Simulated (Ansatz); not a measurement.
Reactions of CH4MgO (`C[O][MgH]`).

Calculated with Ansatz (gas phase, PBE0-D4/def2-TZVP geometries, no zero-point term in ΔE). CCSD(T)/CBS is the MP2 limit (def2-TZVPP, def2-QZVPP) plus CCSD(T) − MP2 in def2-TZVPP, frozen cores. This one scheme is used for every species. Open shells (•) are unrestricted, without spin–orbit coupling. For Mg outer-core shells are correlated without core-valence functions, which leaves a few kJ/mol of doubt a bond. Each species was taken in one conformer, which may not be the lowest.

Task: Order these by ΔE at CCSD(T)/CBS, lowest first. (An estimate is asked.)
A. `C[O][MgH]` → `[MgH2]` + `C=O`
B. `C[O][MgH]` + H–F → `[F][MgH]` + CH₃OH
C. `C[O][MgH]` → `[CH3][Mg][OH]`
D. `C[O][MgH]` + `[CH3]`• → `C[O][Mg]`• + CH₄
E. `C[O][MgH]` → `[CH2]` (triplet) + `[OH][MgH]`
F. `C[O][MgH]` + `[OH]`• → `C[O][Mg]`• + H₂O

Result: F (-216.0 kJ/mol), D (-158.7 kJ/mol), C (-93.9 kJ/mol), B (-58.7 kJ/mol), A (+233.9 kJ/mol), E (+375.5 kJ/mol).

Largest T1 diagnostic: 0.015, for `C=O`.
